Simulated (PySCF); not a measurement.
# Calculated properties of `[O]P=O` [radical]

PO₂ (doublet state).
Geometry (PBE0-D3(BJ)/def2-SVP, Å), atoms numbered from 1 in this order:
```xyz
3
PO2 angstrom
O      1.378   -0.150   -0.010
P     -0.006    0.387   -0.019
O     -1.350   -0.242    0.003
```

**PBE0-D3(BJ)/def2-SVP geometry optimisation, gas phase (PySCF)**

```
Point group                  : C2v
Rotational constants A, B, C : 94.204, 8.481, 7.781 GHz
Dipole moment                : 1.48 D
```

UKS B3LYP, IGLO-III on O P, non-relativistic, mean-field spin-orbit, GIAO (PySCF):

```
Isotropic g value                                                      : 2.00037
Principal g values                                                     : 1.99365, 2.00138, 2.00610
Spin squared ⟨S²⟩                                                      : 0.755
Largest Mulliken spin population                                       : 0.59 on P2
Largest isotropic hyperfine couplings (means over sets of like nuclei) : 31P +1604.6 (P2), 17O -16.5 (O1/O3) MHz
```

Monoisotopic mass from the formula: 62.9636 u.

Point group C2v permits a dipole; with 1.48 D the species has a pure rotational spectrum. ⟨S²⟩ is 0.005 above the pure-spin value S(S + 1) = 0.75. At 9.50 GHz, hν = g·μB·B₀ (B₀ the magnetic field) puts the centre of the isotropic spectrum, to first order, at 339.3 mT. The rotational constants make it an asymmetric top with κ = (2B − A − C)/(A − C) = -0.98, nearer the prolate limit (−1). The dipole matches unit charges of opposite sign 0.31 Å apart (1 e·Å = 4.8032 D). g_iso is shifted by about -1950 ppm from the free-electron value 2.002319; the principal values span 0.0124. With B = h/(8π²I), that is 505.379 GHz u Å² over I, the principal moments of inertia are 5.4, 59.6 and 65.0 u Å² (most abundant isotopes); the inertial defect Ic − Ia − Ib is 0.0 u Å² (zero for a rigid planar frame, negative otherwise).

The unpaired spin is shared among atoms: the largest Mulliken spin population is 0.59.
